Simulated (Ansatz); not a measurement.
The input, for Ansatz 0.2.0:

```yaml
crystal:
  periodic: [false, false, false]
  atoms:
    - {symbol: Al, position_ang: [0.000000, 0.000000, 0.000000]}
    - {symbol: O, position_ang: [0.000000, 0.000000, 5.519000]}
basis:
  gaussian: {orbitals: 6-31G}
magnetization: {spin_polarized: true, initial_magnetization: 1}
hamiltonian: {xc: hf}
output: {orbitals: {seedname: orbitals}}
```

```sh
$ ansatz run in.yaml --threads 1 --pin off --events-out ev --progress --plain --max-ram 2393MiB
```

The program prints:

```
213 factors; integrals over basis functions are off by at most 1.5e-4 eV
mean field evaluation 1: about -8609.8971 eV, gradient 2.0e1 eV
mean field evaluation 2: about -8609.8980 eV, gradient 2.0e1 eV
mean field evaluation 4: about -8610.3387 eV, gradient 1.7e1 eV
mean field evaluation 8: about -8611.7072 eV, gradient 1.4e0 eV
mean field evaluation 16: about -8616.0627 eV, gradient 1.6e-1 eV
mean field evaluation 32: about -8616.0698 eV, gradient 4.8e-2 eV
mean field evaluation 64: about -8616.0653 eV, gradient 1.1e-1 eV
mean field evaluation 96: about -8616.0635 eV, gradient 2.9e-2 eV
mean field evaluation 128: about -8616.0633 eV, gradient 1.5e-6 eV
mean field evaluation 160: about -8616.0632 eV, gradient 9.6e-2 eV
mean field evaluation 192: about -8616.0753 eV, gradient 4.4e-3 eV
mean field evaluation 224: about -8614.6224 eV, gradient 5.4e0 eV
mean field evaluation 256: about -8614.8894 eV, gradient 4.0e-1 eV
mean field evaluation 288: about -8616.0728 eV, gradient 1.6e-1 eV
mean field evaluation 320: about -8616.0633 eV, gradient 1.6e-3 eV
mean field evaluation 352: about -8614.8856 eV, gradient 3.9e-2 eV
mean field evaluation 384: about -8616.0679 eV, gradient 7.8e-3 eV
mean field evaluation 416: about -8616.0636 eV, gradient 4.1e-2 eV
mean field evaluation 448: about -8616.0676 eV, gradient 2.7e-2 eV
mean field evaluation 480: about -8616.0270 eV, gradient 1.2e0 eV
mean field evaluation 512: about -8614.8329 eV, gradient 2.3e0 eV
mean field evaluation 544: about -8611.7789 eV, gradient 1.3e-3 eV
mean field evaluation 576: about -8616.0676 eV, gradient 3.1e-2 eV
mean field -8616.06916050 eV, -316.6347014670 hartree, gradient 4.9e-6 eV, S^2 1.753600; 25 other end points of the search recorded, 0 dependent functions left out
reference -8616.06916050 eV, -316.6347014670 hartree; 11, 10 occupied and 11, 12 virtual orbitals, 213 factors
Total energy: -8616.06916050 eV, -316.6347014670 hartree
```

Ran on 1 thread of Arm Neoverse V1, shared host: 1 s wall, 0.06 GiB peak host memory.
